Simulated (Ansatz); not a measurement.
Reaction: N2O (nitrous oxide, SMILES N#[N+][O-]) → N2O (parent SMILES [N+](#N)[O-], triplet)
Each species at its own B3LYP-D3(BJ)/def2-TZVP minimum (Ansatz, a first-principles code).

Total energies in hartree (Ansatz). Open shells are spin-unrestricted; no spin-orbit coupling. Cores are frozen in correlated methods. No relativity. The UHF reference of N2O (parent SMILES N#[N+][O-], triplet) is spin-contaminated (<S^2> up to 0.20 over the pure value in the sets run). The spin of N2O (parent SMILES N#[N+][O-], triplet) was assumed, and the state is the lowest solution found for it.

| species | HF/cc-pVTZ | CCSD(T)/cc-pVTZ | HF/cc-pVQZ | CCSD(T)/cc-pVQZ | CCSDT(Q)/cc-pVTZ |
|---|---|---|---|---|---|
| 1: N2O (nitrous oxide, SMILES [N+](#N)[O-]) | -183.75101 | -184.40680 | -183.76445 | -184.46145 | -184.40945 |
| 2: N2O (parent SMILES N#[N+][O-], triplet) | -183.69124 | -184.28724 | -183.70482 | -184.34049 | -184.29170 |

### Question
Work out the adiabatic triplet-singlet gap (electronic) in kcal/mol: take Hartree-Fock from cc-pVQZ, extrapolate the CCSD(T) correlation energy as X^-3 (X = 3, 4), and add CCSDT(Q) - CCSD(T) in cc-pVTZ. 1 hartree = 627.51 kcal/mol.

### Answer

Species 1: correlation (64·(-0.69700) - 27·(-0.65579))/37 = -0.72707; step -0.00265; E1 = -183.76445 + (-0.72707) + (-0.00265) = -184.49417
Species 2: correlation (64·(-0.63567) - 27·(-0.59600))/37 = -0.66462; step -0.00446; E2 = -183.70482 + (-0.66462) + (-0.00446) = -184.37390
-1·E1 +1·E2 = 0.12027 hartree = 75.5 kcal/mol.
